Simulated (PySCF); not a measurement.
Calculation: B3LYP-D3(BJ)/def2-TZVP // PBE0-D4/def2-TZVP in PySCF. Gas-phase values, no solvent. B3LYP has the VWN-RPA correlation part, as in Gaussian. 

Reference species (SMILES): `[OH]` (neutral, multiplicity 2).

- highest occupied spin orbital = -8.84 eV

Changed species: `[SiH2]Br` (radical fragment; the reference has radical fragment).

Q: Give the shifts of the highest occupied spin orbital.

A: the highest occupied spin orbital rises by 2.60 eV, to -6.24 eV.
